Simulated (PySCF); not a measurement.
**$^{15}$N chemical shifts**

[PySCF 2.14: σ from GIAO-PBE0/pcSseg-1; GFN2-xTB structure; one conformer; relativity neglected; averaged over atoms made equivalent by symmetry, fast rotation or ring inversion; no solvent]

Shieldings were converted by a linear fit to measured shifts: $^{15}$N (scatter 6.3 ppm rms vs CH3NO2, solution or neat liquid). Occasional misses reach two or three times the rms, and more in compound classes unlike the fitted ones.

Question: Give the $^{15}$N shifts of `N#C[C@H]1CC[SiH2]O[SiH2]1`, `CC#C[Si@@](N)(P)[SiH2]C#N`.

Answer: 
```csv
compound,environment,δ (ppm)
N#C[C@H]1CC[SiH2]O[SiH2]1,nitrile nitrogen,-119.2
[CH3:1][C:2]#[C:3][Si@@:4]([NH2:5])([PH2:6])[SiH2:7][C:8]#[N:9],N9: nitrile nitrogen,-56.7
[CH3:1][C:2]#[C:3][Si@@:4]([NH2:5])([PH2:6])[SiH2:7][C:8]#[N:9],"N5: nitrogen bonded to Si, 2 H",-374.1
```

Question: Match the shifts -91.0, -124.8, -206.8, -236.4 ppm to `N#CC[SiH2]C[SiH2]C=O`, `N#C/C=C\[C@]12C=C[C@H](C=C1)C2`, `CCc1ccc[nH]1`, `c1ccc(-n2cccc2)cc1`.

Answer: -91.0: N#C/C=C\[C@]12C=C[C@H](C=C1)C2 (nitrile nitrogen); -124.8: N#CC[SiH2]C[SiH2]C=O (nitrile nitrogen); -206.8: c1ccc(-n2cccc2)cc1 (pyrrole-type ring nitrogen); -236.4: CCc1ccc[nH]1 (pyrrole-type ring nitrogen).
